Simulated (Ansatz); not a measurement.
# CH5NSi (SMILES NC=[SiH2]): one structure at several levels

Aim: energy, forces and dipole at a structure displaced at random from a GFN2-xTB minimum, from CCSD(T) and from density functionals.

Program: Ansatz 0.2.0, Gaussian basis. Level of theory: single points in def2-TZVPP. These are calculated values, not measurements.

Correlated methods freeze the cores.

## (1) Starting geometry

SMILES `NC=[SiH2]`, 8 atoms, charge 0, spin multiplicity 1.

Atoms are counted from 1 here; the program's logs count them from 0.

Bond lengths: N1–C2 1.399 Å, N1–H4 0.881 Å, N1–H5 1.036 Å, C2–Si3 1.766 Å, C2–H6 1.074 Å, Si3–H7 1.373 Å, Si3–H8 1.464 Å. Angles: C2–N1–H4 117.1°, C2–N1–H5 116.1°, H4–N1–H5 109.7°, N1–C2–Si3 123.4°, N1–C2–H6 106.3°, Si3–C2–H6 129.8°, C2–Si3–H7 123.2°, C2–Si3–H8 115.3°, H7–Si3–H8 121.5°.

Geometry (Å):

```
N    -0.4256    0.6747   -1.1723
C    -0.0125    0.5975    0.1626
Si    0.6174   -0.8776    0.9005
H    -0.4973   -0.0836   -1.6152
H    -1.2536    1.2686   -1.3591
H    -0.0339    1.6015    0.5434
H     0.5898   -2.1008    0.2770
H     1.1595   -0.7190    2.2510
```

## (2) CCSD(T)/def2-TZVPP

run/in.yaml reads:

```yaml
crystal:
  periodic: [false, false, false]
  atoms:
    - {symbol: N, position_ang: [-0.425600, 0.674700, -1.172300]}
    - {symbol: C, position_ang: [-0.012500, 0.597500, 0.162600]}
    - {symbol: Si, position_ang: [0.617400, -0.877600, 0.900500]}
    - {symbol: H, position_ang: [-0.497300, -0.083600, -1.615200]}
    - {symbol: H, position_ang: [-1.253600, 1.268600, -1.359100]}
    - {symbol: H, position_ang: [-0.033900, 1.601500, 0.543400]}
    - {symbol: H, position_ang: [0.589800, -2.100800, 0.277000]}
    - {symbol: H, position_ang: [1.159500, -0.719000, 2.251000]}
basis:
  gaussian: {orbitals: def2-TZVPP}
correlation: {method: ccsd_t}
output: {forces: true}
```

The command line of these runs was not kept.

## (3) PBE0-D4/def2-TZVPP

Changes to run/in.yaml since step 2:

```diff
@@ -13,3 +13,3 @@
   gaussian: {orbitals: def2-TZVPP}
-correlation: {method: ccsd_t}
-output: {forces: true}
+hamiltonian: {xc: pbe0, dispersion: d4}
+output: {forces: true, orbitals: {seedname: orbitals}}
```

## (4) wB97M-V/def2-TZVPP

Changes to run/in.yaml since step 3:

```diff
@@ -13,3 +13,3 @@
   gaussian: {orbitals: def2-TZVPP}
-hamiltonian: {xc: pbe0, dispersion: d4}
-output: {forces: true, orbitals: {seedname: orbitals}}
+hamiltonian: {xc: {name: wB97M-V}}
+output: {forces: true}
```

## (5) r2SCAN-D4/def2-TZVPP

Changes to run/in.yaml since step 4:

```diff
@@ -13,3 +13,3 @@
   gaussian: {orbitals: def2-TZVPP}
-hamiltonian: {xc: {name: wB97M-V}}
+hamiltonian: {xc: r2scan, dispersion: d4}
 output: {forces: true}
```

## (6) PBE-D4/def2-TZVPP

Changes to run/in.yaml since step 5:

```diff
@@ -13,3 +13,3 @@
   gaussian: {orbitals: def2-TZVPP}
-hamiltonian: {xc: r2scan, dispersion: d4}
+hamiltonian: {xc: pbe, dispersion: d4}
 output: {forces: true}
```

## (7) BHLYP-D4/def2-TZVPP

Changes to run/in.yaml since step 6:

```diff
@@ -13,3 +13,3 @@
   gaussian: {orbitals: def2-TZVPP}
-hamiltonian: {xc: pbe, dispersion: d4}
+hamiltonian: {xc: {name: BHLYP}, dispersion: d4}
 output: {forces: true}
```

## (8) B97M-V/def2-TZVPP

Changes to run/in.yaml since step 7:

```diff
@@ -13,3 +13,3 @@
   gaussian: {orbitals: def2-TZVPP}
-hamiltonian: {xc: {name: BHLYP}, dispersion: d4}
+hamiltonian: {xc: {name: B97M-V}}
 output: {forces: true}
```

(Steps that only read results are left out.)

What does the calculation give? Wanted: energy less free atoms, CCSD(T)/def2-TZVPP; RMS force component; RMS force error; HOMO and LUMO, PBE0-D4; T1 diagnostic.

**Answer**, as computed:

| quantity | value |
| --- | --- |
| energy less free atoms, CCSD(T)/def2-TZVPP | -591.2 kcal/mol |
| RMS force component | 2.658 to 2.774 eV/Å over the methods |
| RMS force error | PBE0-D4 0.211, wB97M-V 0.179, r2SCAN-D4 0.158, PBE-D4 0.217, BHLYP-D4 0.254, B97M-V 0.182 eV/Å |
| HOMO and LUMO, PBE0-D4 | -5.13 and -0.75 eV |
| T1 diagnostic | 0.015 |

**Reading.** Against CCSD(T) the functionals' energies less atoms differ by -33.2 to -2.1 kcal/mol, PBE-D4 by -33.2 kcal/mol. CCSD(T) in triple zeta still lacks some correlation energy of the bonds, so part of these gaps is its own basis error and they don't rank the functionals. On forces the order runs from r2SCAN-D4 to BHLYP-D4. Frozen-core CCSD(T) forces in triple zeta carry basis errors of their own, and this is one geometry, so small gaps rank nothing. The restricted Hartree–Fock reference is unstable towards an unrestricted one at one or more of these structures.
